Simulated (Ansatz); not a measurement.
## HOB, singlet: reading a ladder of total energies

Geometry: a point of a stretch scan, not a stationary point.

```csv
atom,x (Å),y (Å),z (Å)
B,0.0000,0.0000,-1.2920
O,0.0000,0.0000,-0.0200
H,0.0000,0.0000,1.3120
```

Basis 6-31G; Ansatz 0.2.0. Only valence electrons are correlated (noble-gas cores frozen), which leaves 10 electrons in 18 orbitals. R marks a restricted (for open shells ROHF) determinant.

Full CI is exact within this basis and frozen core; it isn't the basis-set limit.

Runs differ by some tens of microhartree through their thresholds, so steps under 0.03 kcal/mol mean nothing.

```csv
level,total energy (hartree)
RHF,-99.971894
RMP2,-100.154602
RCCSD,-100.170308
RCCSD(T),-100.177406
RCCSDT,-100.178162
RCCSDT(Q),-100.179303
RCCSDTQ,-100.179123
full CI,-100.179144
```

Task: What is the correlation energy at full CI, and what share of it do RMP2 and RCCSD(T) recover?

Result: E(corr) = -100.179144 − (-99.971894) = -0.207250 hartree = -5.640 eV. RMP2: -0.182708 / -0.207250 = 88.16 %. RCCSD(T): -0.205512 / -0.207250 = 99.16 %.

Task: By how many kcal/mol does RCCSD(T) miss full CI (1 hartree = 627.509 kcal/mol), and which steps make up the rest?

Result: -100.177406 − (-100.179144) = 0.001738 hartree = 1.09 kcal/mol. Steps: RCCSDT − RCCSD(T) = -0.47, RCCSDT(Q) − RCCSDT = -0.72, RCCSDTQ − RCCSDT(Q) = 0.11, full CI − RCCSDTQ = -0.01 kcal/mol. Differences between like states or geometries often cancel part of this.
